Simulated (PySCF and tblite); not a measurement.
Results of a calculation; reference values are marked as such.
Stationary points of C₅H₈F (charge +1) at PBE0-D3(BJ)/def2-SVP, in Å:

Structure A

```
 1 C     2.097   -0.304    0.309
 2 C     1.022   -0.314   -0.459
 3 F     0.995   -0.654   -1.744
 4 C    -0.373    0.045   -0.060
 5 C    -1.269   -1.017    0.321
 6 C    -0.769    1.429   -0.159
 7 H     3.066   -0.591   -0.111
 8 H     2.041   -0.019    1.361
 9 H    -2.243   -0.699    0.711
10 H    -1.429   -1.533   -0.662
11 H    -0.769   -1.797    0.919
12 H    -1.839    1.626   -0.023
13 H    -0.189    1.925    0.658
14 H    -0.339    1.902   -1.062
```

Structure B

```
 1 C     2.159    0.077    0.082
 2 C     1.005   -0.610   -0.102
 3 F     1.053   -1.900   -0.378
 4 C    -0.309   -0.054   -0.023
 5 C    -1.428   -0.966   -0.255
 6 C    -0.573    1.353    0.274
 7 H     3.118   -0.445    0.001
 8 H     2.165    1.143    0.310
 9 H    -2.410   -0.485   -0.181
10 H    -1.302   -1.451   -1.243
11 H    -1.355   -1.818    0.449
12 H    -1.240    1.400    1.156
13 H     0.304    1.987    0.438
14 H    -1.188    1.768   -0.547
```

The path came from a restrained scan, a climbing-image band and a saddle search at GFN2-xTB; energies are PBE0/pcSseg-1 + D3(BJ)//PBE0-D3(BJ)/def2-SVP, thermal terms GFN2-xTB.

Task: Which structure is a saddle point, and along which motion?

Result: A: one imaginary mode (154i cm⁻¹ at GFN2-xTB, mostly on F3, C6, C5), along the rotation about the C2–C4 bond (torsion C1–C2–C4–C5 from 180° to 360°, rising).

Task: Give their symmetry and energies above the lowest.

Result: A Cs, 20.4 kcal/mol; B Cs, 0.0 kcal/mol.

The ion is treated without a counter-ion.
